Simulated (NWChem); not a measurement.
All runs are NWChem calculations. System: ethanol (C2H6O), charge 0, spin multiplicity 1, at a geometry optimised with PBE0/def2-SVP. Level: TD-BHandHLYP/def2-SVP.

Job file:

```
start mol
memory heap 200 mb stack 900 mb global 1100 mb
geometry units angstroms nocenter noautoz noautosym
  C     -1.196103     0.135848     0.249933
  C      0.078198    -0.423526    -0.353377
  O      1.221697     0.310521    -0.003404
  H     -2.080322    -0.425757    -0.089924
  H     -1.324808     1.192093    -0.031213
  H     -1.173038     0.079390     1.351459
  H      0.182417    -1.494994    -0.083940
  H      0.017988    -0.387799    -1.453140
  H      1.311621     0.278963     0.954656
end
basis spherical
  * library def2-svp
end
dft
  xc bhlyp
  semidirect memsize 60000000 filesize 0
  iterations 100
end
tddft
  rpa
  nroots 6
  notriplet
  thresh 1e-4
end
task tddft energy
```

NWChem printed:

```
             Northwest Computational Chemistry Package (NWChem) 7.3.0
             --------------------------------------------------------

                                NWChem Input Module
                                -------------------

 Scaling coordinates for geometry "geometry" by  1.889725989
 (inverse scale =  0.529177249)

                             Geometry "geometry" -> ""
                             -------------------------

 Output coordinates in angstroms (scale by  1.889725989 to convert to a.u.)

  No.       Tag          Charge          X              Y              Z
 ---- ---------------- ---------- -------------- -------------- --------------
    1 C                    6.0000    -1.19610300     0.13584800     0.24993300
    2 C                    6.0000     0.07819800    -0.42352600    -0.35337700
    3 O                    8.0000     1.22169700     0.31052100    -0.00340400
    4 H                    1.0000    -2.08032200    -0.42575700    -0.08992400
    5 H                    1.0000    -1.32480800     1.19209300    -0.03121300
    6 H                    1.0000    -1.17303800     0.07939000     1.35145900
    7 H                    1.0000     0.18241700    -1.49499400    -0.08394000
    8 H                    1.0000     0.01798800    -0.38779900    -1.45314000
    9 H                    1.0000     1.31162100     0.27896300     0.95465600

 Effective nuclear repulsion energy (a.u.)      81.8777838211

            Nuclear Dipole moment (a.u.)
            ----------------------------
        X                 Y               Z
 ---------------- ---------------- ----------------
     0.0000075589    -0.0000075589     0.0000037795


 Summary of "ao basis" -> "" (spherical)
 ------------------------------------------------------------------------------
       Tag                 Description            Shells   Functions and Types
 ---------------- ------------------------------  ------  ---------------------
 *                          def2-svp                  on all atoms

                                 NWChem DFT Module
                                 -----------------
[...]
            d_CD3 =   4.1487 Angstrom
     Pearson C.C. =   0.0278

     Occ.   13  a   ---  Virt.   14  a   -0.16111 X
     Occ.   13  a   ---  Virt.   16  a   -0.83979 X
     Occ.   13  a   ---  Virt.   17  a    0.41918 X
     Occ.   13  a   ---  Virt.   18  a   -0.15220 X
     Occ.   13  a   ---  Virt.   19  a    0.06938 X
     Occ.   13  a   ---  Virt.   20  a   -0.20588 X
     Occ.   13  a   ---  Virt.   21  a   -0.05265 X
  ----------------------------------------------------------------------------
  Root   5 singlet a              0.390233454 a.u.               10.6188 eV
  ----------------------------------------------------------------------------
     Transition Moments    X -0.25064   Y  0.71412   Z -0.10091
     Transition Moments   XX  1.23564  XY  0.19938  XZ -0.19702
     Transition Moments   YY -2.07607  YZ  0.11059  ZZ  0.64102
     Dipole Oscillator Strength                    0.1516611017
     Electric Quadrupole                           0.0000010152
     Magnetic Dipole                               0.0000001095
     Total Oscillator Strength                     0.1516622264

          sigma_e =   2.2863 Angstrom
          sigma_h =   1.3815 Angstrom
         |d_h->e| =   1.1195 Angstrom
            d_exc =   2.8365 Angstrom
            d_CD1 =   2.0244 Angstrom
            d_CD2 =  -0.7144 Angstrom
            d_CD3 =   3.9560 Angstrom
     Pearson C.C. =   0.0543

     Occ.   10  a   ---  Virt.   14  a   -0.10899 X
     Occ.   11  a   ---  Virt.   14  a    0.11002 X
     Occ.   12  a   ---  Virt.   15  a   -0.21157 X
     Occ.   13  a   ---  Virt.   15  a    0.21417 X
     Occ.   13  a   ---  Virt.   16  a    0.43651 X
     Occ.   13  a   ---  Virt.   17  a    0.79687 X
     Occ.   13  a   ---  Virt.   18  a   -0.09688 X
     Occ.   13  a   ---  Virt.   19  a    0.17543 X
     Occ.   13  a   ---  Virt.   20  a   -0.05264 X
  ----------------------------------------------------------------------------
  Root   6 singlet a              0.397045909 a.u.               10.8042 eV
  ----------------------------------------------------------------------------
     Transition Moments    X -0.10232   Y  0.19043   Z  0.14066
     Transition Moments   XX  0.48986  XY -0.76811  XZ  1.20909
     Transition Moments   YY  0.59825  YZ -0.23835  ZZ -2.10008
     Dipole Oscillator Strength                    0.0176080671
     Electric Quadrupole                           0.0000014806
     Magnetic Dipole                               0.0000060406
     Total Oscillator Strength                     0.0176155883

          sigma_e =   2.4582 Angstrom
          sigma_h =   1.6062 Angstrom
         |d_h->e| =   0.4551 Angstrom
            d_exc =   2.6698 Angstrom
            d_CD1 =   1.3072 Angstrom
            d_CD2 =  -1.5771 Angstrom
            d_CD3 =   3.1249 Angstrom
     Pearson C.C. =   0.2155

     Occ.    8  a   ---  Virt.   14  a    0.06045 X
     Occ.    8  a   ---  Virt.   15  a   -0.06417 X
     Occ.    9  a   ---  Virt.   14  a    0.07723 X
     Occ.   10  a   ---  Virt.   14  a    0.22577 X
     Occ.   11  a   ---  Virt.   14  a   -0.52668 X
     Occ.   12  a   ---  Virt.   14  a    0.24927 X
     Occ.   12  a   ---  Virt.   15  a    0.68510 X
     Occ.   12  a   ---  Virt.   16  a   -0.07912 X
     Occ.   12  a   ---  Virt.   17  a   -0.15593 X
     Occ.   12  a   ---  Virt.   18  a    0.08183 X
     Occ.   13  a   ---  Virt.   16  a    0.13333 X
     Occ.   13  a   ---  Virt.   17  a    0.21294 X
     Occ.   13  a   ---  Virt.   19  a    0.05787 X

              Target root =      1
          Target symmetry = none
      Ground state energy =   -154.828495064373
        Excitation energy =      0.295698890347
     Excited state energy =   -154.532796174026

  stored tddft:energy   -154.53279617402606

 Task  times  cpu:       37.0s     wall:       37.0s

 Total times  cpu:       37.0s     wall:       37.0s
```
